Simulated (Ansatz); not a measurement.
**CH4Si2 (SMILES C1=[SiH][SiH2]1): single points off equilibrium**

An exercise on one series of results from a longer session: the logs are not shown, and one member is left open.

Computed with Ansatz 0.2.0, Gaussian basis. Level: single points in def2-TZVPP.

Cores are frozen in the correlated methods.

## Starting geometry

SMILES `C1=[SiH][SiH2]1`, 7 atoms, charge 0, spin multiplicity 1.

Atoms are counted from 1 here; the program's logs count them from 0.

Bond lengths: C1–Si2 1.782 Å, C1–Si3 1.804 Å, C1–H4 1.049 Å, Si2–Si3 2.323 Å, Si2–H5 1.448 Å, Si3–H6 1.547 Å, Si3–H7 1.437 Å. Angles: Si2–C1–Si3 80.7°, Si2–C1–H4 142.1°, Si3–C1–H4 137.0°, C1–Si2–Si3 50.1°, C1–Si2–H5 130.8°, Si3–Si2–H5 175.7°, C1–Si3–Si2 49.2°, C1–Si3–H6 127.1°, C1–Si3–H7 127.2°, Si2–Si3–H6 116.4°, Si2–Si3–H7 115.2°, H6–Si3–H7 105.4°.

As a file:

```xyz
7
charge 0, multiplicity 1
C    -0.8455   -0.4413   -0.3925
Si    0.3825    0.5898   -1.1690
Si    0.1979   -0.1033    1.0403
H    -1.7477   -0.9405   -0.5828
H     0.4598    1.1185   -2.5148
H     0.0031    1.0110    2.0959
H     1.2911   -0.9004    1.5257
```

Set-up of the first run:

run/in.yaml reads:

```yaml
crystal:
  periodic: [false, false, false]
  atoms:
    - {symbol: C, position_ang: [-0.845500, -0.441300, -0.392500]}
    - {symbol: Si, position_ang: [0.382500, 0.589800, -1.169000]}
    - {symbol: Si, position_ang: [0.197900, -0.103300, 1.040300]}
    - {symbol: H, position_ang: [-1.747700, -0.940500, -0.582800]}
    - {symbol: H, position_ang: [0.459800, 1.118500, -2.514800]}
    - {symbol: H, position_ang: [0.003100, 1.011000, 2.095900]}
    - {symbol: H, position_ang: [1.291100, -0.900400, 1.525700]}
basis:
  gaussian: {orbitals: def2-TZVPP}
correlation: {method: ccsd_t}
output: {forces: true}
```

The command line of these runs was not kept.

Steps of the session up to this table: CCSD(T)/def2-TZVPP; PBE0-D4/def2-TZVPP; wB97M-V/def2-TZVPP; r2SCAN-D4/def2-TZVPP; PBE-D4/def2-TZVPP; LC-wPBE/def2-TZVPP; B97M-V/def2-TZVPP.

One of the session's tables, all rows but one given; the rest of the session is left out.

| method | RMS force component (eV/Å) | angle to CCSD(T) forces (°) | dipole (D) |
| --- | --- | --- | --- |
| CCSD(T) | 0.926 | reference | 0.30 |
| PBE0-D4 | 1.048 | 11.0 | 0.42 |
| wB97M-V | 1.023 | 11.7 | 0.34 |
| r2SCAN-D4 | 1.023 | 8.8 | 0.47 |
| PBE-D4 | 0.991 | 9.5 | 0.45 |
| LC-wPBE | 1.171 | 16.8 | 0.42 |
| B97M-V | ? | ? | ? |

Q: Estimate the row for B97M-V from the others.

As computed: RMS force component (eV/Å): 1.038; angle to CCSD(T) forces (°): 13.3; dipole (D): 0.55. In the column «RMS force component (eV/Å)» it lies between r2SCAN-D4 (1.023) and PBE0-D4 (1.048).
